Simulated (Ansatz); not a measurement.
Ansatz (a program for electronic structure) input (X2C-CCSD(T)/cc-pVTZ-DK):

Ansatz 0.2 input:
```yaml
crystal:
  periodic: [false, false, false]
  atoms:
    - {symbol: C, position_ang: [-0.01183665, 0.99144419, 0.16305088]}
    - {symbol: C, position_ang: [1.48020722, 0.71088388, 0.05518583]}
    - {symbol: Cl, position_ang: [-0.83320109, -0.80067899, -0.03691672]}
    - {symbol: H, position_ang: [-0.32290259, 1.38674071, -0.81937582]}
    - {symbol: H, position_ang: [1.98476567, 1.68889719, 0.00569105]}
    - {symbol: H, position_ang: [1.86225212, 0.20273138, 0.94920951]}
    - {symbol: H, position_ang: [1.83008002, 0.11920500, -0.81736090]}
basis:
  gaussian:
    orbitals: cc-pVTZ-DK
total_charge: -1
magnetization: {spin_polarized: false}
correlation: {method: ccsd_t, electrons: outside_noble_gas}
```

End of the output:

```
second order -14.97635509 eV of doubles, -0.00000000 eV of singles
coupled cluster: 0.96 GiB planned
cycle   1  -15.57951043 eV  change   -6.0e-1 eV  update   8.2e-2
cycle   2  -15.94270385 eV  change   -3.6e-1 eV  update   2.4e-2
cycle   3  -16.01863500 eV  change   -7.6e-2 eV  update   1.3e-2
cycle   4  -16.01342446 eV  change    5.2e-3 eV  update   3.5e-3
cycle   5  -16.01258840 eV  change    8.4e-4 eV  update   1.5e-3
cycle   6  -16.01267002 eV  change   -8.2e-5 eV  update   4.9e-4
cycle   7  -16.01258145 eV  change    8.9e-5 eV  update   1.9e-4
cycle   8  -16.01258570 eV  change   -4.3e-6 eV  update   7.4e-5
cycle   9  -16.01260079 eV  change   -1.5e-5 eV  update   3.2e-5
cycle  10  -16.01258314 eV  change    1.8e-5 eV  update   1.3e-5
perturbative correction -0.68217106 eV, -0.0250693239 hartree
Total energy: -14682.94732086 eV, -539.5883615825 hartree
Relativity: scalar
```

It need not be the lowest isomer of its formula. Whether it binds its extra electron was not tested at this geometry.
